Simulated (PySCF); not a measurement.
**BH (SMILES [BH]): revPBE/def2-TZVPPD**

Aim: the vertical singlet–triplet gap of BH at revPBE/def2-TZVPPD, from 2 runs. The job is set up through a Python script.

The calculation is run with PySCF 2.14.0.

3 further runs of the same task are left out: 1 that didn't finish, 2 set aside as unsound or not needed.

### 1 The molecule

BH: 2 atoms, total charge 0, spin state singlet. As SMILES, `[BH]`. The bond length is the measured one.

Bond lengths: B1–H2 1.232 Å.

### 2 The energy at revPBE/def2-TZVPPD

File run.py:

```python
# borane(1)
from pyscf import gto, dft

system = gto.Mole()
system.atom = '''
B        0.000000       0.000000       0.000000
H        0.000000       0.000000       1.232400
'''
system.max_memory = 1860
system.basis = 'def2-tzvppd'
system.verbose = 4
system.charge = 0
system.build()

myscf = dft.RKS(system)
myscf.xc = 'revpbe'
myscf.grids.level = 5
myscf.conv_tol = 1e-10
myscf.kernel()
if not myscf.converged:
    myscf = myscf.newton().run(myscf.mo_coeff, myscf.mo_occ)

e_tot = myscf.e_tot
print('E = %.10f Eh' % e_tot)
```

Launch:

```
OMP_NUM_THREADS=1 python run.py
```

What it wrote:

```text
PySCF version 2.14.0

[INPUT] num. atoms = 2
[INPUT] num. electrons = 6
[INPUT] charge = 0
[INPUT] spin (= nelec alpha-beta = 2S) = 0
[INPUT] symmetry False subgroup None
[INPUT] Mole.unit = angstrom
[INPUT] Symbol           X                Y                Z      unit          X                Y                Z       unit  Magmom
[INPUT]  1 B      0.000000000000   0.000000000000   0.000000000000 AA    0.000000000000   0.000000000000   0.000000000000 Bohr   0.0
[INPUT]  2 H      0.000000000000   0.000000000000   1.232400000000 AA    0.000000000000   0.000000000000   2.328898475914 Bohr   0.0

nuclear repulsion = 2.14693772687439
number of shells = 20
number of NR pGTOs = 71
number of NR cGTOs = 54
basis = def2-tzvppd
ecp = {}

******** <class 'pyscf.dft.rks.RKS'> ********
method = RKS
initial guess = minao
damping factor = 0
level_shift factor = 0
DIIS = <class 'pyscf.scf.diis.CDIIS'>
diis_start_cycle = 1
diis_space = 8
diis_damp = 0
SCF conv_tol = 1e-10
SCF conv_tol_grad = None
SCF max_cycles = 50
direct_scf = True
direct_scf_tol = 1e-13
XC library pyscf.dft.libxc version 7.0.0
    S. Lehtola, C. Steigemann, M. J.T. Oliveira, and M. A.L. Marques.,  SoftwareX 7, 1–5 (2018)
XC functionals = revpbe
    Y. Zhang and W. Yang.,  Phys. Rev. Lett. 80, 890 (1998)
    J. P. Perdew, K. Burke, and M. Ernzerhof.,  Phys. Rev. Lett. 77, 3865 (1996)
    J. P. Perdew, K. Burke, and M. Ernzerhof.,  Phys. Rev. Lett. 78, 1396 (1997)
radial grids:
    Treutler-Ahlrichs [JCP 102, 346 (1995); DOI:10.1063/1.469408] (M4) radial grids

becke partition: Becke, JCP 88, 2547 (1988); DOI:10.1063/1.454033
pruning grids: <function nwchem_prune>
grids dens level: 5
symmetrized grids: False
atomic radii adjust function: <function treutler_atomic_radii_adjust>
small_rho_cutoff = 0
Set gradient conv threshold to 1e-05
Initial guess from minao.
tot grids = 66704
init E= -25.1999472395148
  HOMO = -0.215797456081175  LUMO = -0.118212105421906  gap/eV = 2.65543
cycle= 1 E= -25.281638325386  delta_E= -0.0817  |g|= 0.0967  |ddm|= 0.772
  HOMO = -0.199326005755472  LUMO = -0.126847641667996  gap/eV = 1.97224
cycle= 2 E= -25.2843369895602  delta_E= -0.0027  |g|= 0.0285  |ddm|= 0.139
  HOMO = -0.200910033606412  LUMO = -0.123582630044274  gap/eV = 2.10419
cycle= 3 E= -25.2845787622979  delta_E= -0.000242  |g|= 0.00737  |ddm|= 0.0368
  HOMO = -0.203215176271527  LUMO = -0.125368857291139  gap/eV = 2.11831
cycle= 4 E= -25.2846046044734  delta_E= -2.58e-05  |g|= 0.000843  |ddm|= 0.00966
  HOMO = -0.20288271303726  LUMO = -0.125111251787922  gap/eV = 2.11627
cycle= 5 E= -25.2846049270543  delta_E= -3.23e-07  |g|= 4.31e-05  |ddm|= 0.00152
  HOMO = -0.202880557041514  LUMO = -0.125109468448163  gap/eV = 2.11626
cycle= 6 E= -25.2846049277367  delta_E= -6.82e-10  |g|= 5.69e-06  |ddm|= 7.37e-05
  HOMO = -0.202880541103987  LUMO = -0.125109405835576  gap/eV = 2.11626
cycle= 7 E= -25.2846049277487  delta_E= -1.19e-11  |g|= 8.02e-07  |ddm|= 1.01e-05
  HOMO = -0.202881015264675  LUMO = -0.125109903075182  gap/eV = 2.11626
Extra cycle  E= -25.2846049277488  delta_E= -1.31e-13  |g|= 4.15e-07  |ddm|= 2.28e-06
converged SCF energy = -25.2846049277488
E = -25.2846049277 Eh
```

Wall time 3 s (1 thread of Arm Neoverse N1, shared host); peak memory 0.26 GiB.

### 3 The triplet at the same level

File job.py:

```python
from pyscf import gto, dft

mol = gto.Mole()
mol.atom = '''
B      0.000000     0.000000     0.000000
H      0.000000     0.000000     1.232400
'''
mol.spin = 2
mol.max_memory = 1860
mol.basis = 'def2-tzvppd'
mol.verbose = 3
mol.charge = 0
mol.build()

myscf = dft.UKS(mol, xc='revpbe')
myscf.conv_tol = 1e-10
myscf.grids.level = 5
myscf.kernel()
if not myscf.converged:
    myscf = myscf.newton().run(myscf.mo_coeff, myscf.mo_occ)

e_tot = myscf.e_tot
print('E = %.10f Eh' % e_tot)
```

Launch:

```
OMP_NUM_THREADS=1 python job.py
```

What it wrote:

```text
WARN: HOMO -0.118212105421906 >= LUMO -0.215797456081177

converged SCF energy = -25.2491814461096  <S^2> = 2.001368  2S+1 = 3.0009119
E = -25.2491814461 Eh
```

Run time: 4.8 s. Hardware: 1 thread of Arm Neoverse N1, shared host; peak memory 0.27 GiB.

### 4 What came out

At revPBE/def2-TZVPPD:

| quantity | value |
| --- | --- |
| singlet: total energy | -25.28460 Eh |
| singlet: dipole moment | 1.52 D |
| singlet: HOMO energy | -5.52 eV |
| singlet: LUMO energy | -3.40 eV |
| singlet: HOMO–LUMO gap | 2.12 eV |
| triplet: total energy | -25.24918 Eh |
| triplet: dipole moment | 0.20 D |
| triplet: HOMO energy (highest over α and β) | -4.30 eV |
| triplet: LUMO energy (lowest over α and β) | -3.81 eV |
| triplet: ⟨S²⟩ | 2.001 |
| vertical energy of the triplet above the singlet | 0.964 eV |

At this shape the triplet lies 0.96 eV (22.2 kcal/mol) above the singlet.
